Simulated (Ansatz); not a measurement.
Energy of Cu (space group No. 191) less that of fcc Cu, by level of theory

No measured value is used here.

```csv
level (code),value (meV/atom)
PBE (Ansatz),78
PBEsol (Ansatz),86
PBE-D3(BJ) (Ansatz),…
```

Task: Some entries are withheld; supply them.

Result: 
- PBE-D3(BJ) (Ansatz, a program for electronic structure), value (meV/atom): 89

Each level is taken at its own relaxed cell. Ansatz's density-functional and Hartree–Fock values are scalar-relativistic unless marked +SOC, with PAW data made under PBE.
